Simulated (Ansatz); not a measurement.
# Li₂ (singlet): from Hartree-Fock to the top rungs, 6-31G

An exercise on one series of results from a longer session: the logs are not shown, and one member is left open.

Method: 6-31G, core rule «outside noble gas», up to 2 orbitals frozen; program: Ansatz 0.2.0, Gaussian basis.

To be run: UHF; CCSD(T) on RHF; CCSD(T) on UHF; BCCD(T) on RHF; Full CI.

21 further runs of the same task are left out: 7 for a known fault of the program, 5 that didn't finish, 9 set aside as unsound or not needed.

**What is computed**

The geometry is an MP2(full)/6-31G* stationary point (not a proven minimum).

2 atoms, charge 0, spin multiplicity 1.

Atoms are counted from 1 here; the program's logs count them from 0.

No contacts short enough for the rule that draws bonds.

Set-up of the first run:

Contents of in.yaml:

```yaml
crystal:
  periodic: [false, false, false]
  atoms:
    - {symbol: Li, position_ang: [0.000000, 0.000000, 0.000000]}
    - {symbol: Li, position_ang: [0.000000, 0.000000, 2.773060]}
basis:
  gaussian: {orbitals: 6-31G}
magnetization: {spin_polarized: true, initial_magnetization: 0}
hamiltonian: {xc: hf}
output: {orbitals: {seedname: orbitals}}
```

Started as:

```sh
ansatz run in.yaml --threads 1 --pin off --events-out ev --progress --plain --max-ram 2393MiB
```

Among the steps run: UHF; CCSD(T) on RHF; CCSD(T) on UHF; BCCD(T) on RHF; Full CI.

One table of the session follows, with a row left open; its other results are not shown here.

It belongs to the step «Misses and costs». 

| method | from FCI (kcal/mol) |
| --- | --- |
| RHF | ? |
| UHF | +15.82 |
| RMP2 | +7.08 |
| RCCSD | 0.00 |
| RCCSD(T) | 0.00 |
| BCCD(T) | 0.00 |
| FCI | 0 |

**Question.** Estimate the row for RHF.

**Answer.** from FCI (kcal/mol): +16.81. In the column «from FCI (kcal/mol)» it is the highest.

Not comparable, so not listed: CCSD(T) on UHF (they don't share determinant, frozen orbitals or solution with the rows shown, or repeat one).

With the free atoms at the same levels and basis (separate runs), the atomisation energy is 0.832 eV at FCI, 0.832 eV at RCCSD(T), 0.103 eV at RHF.
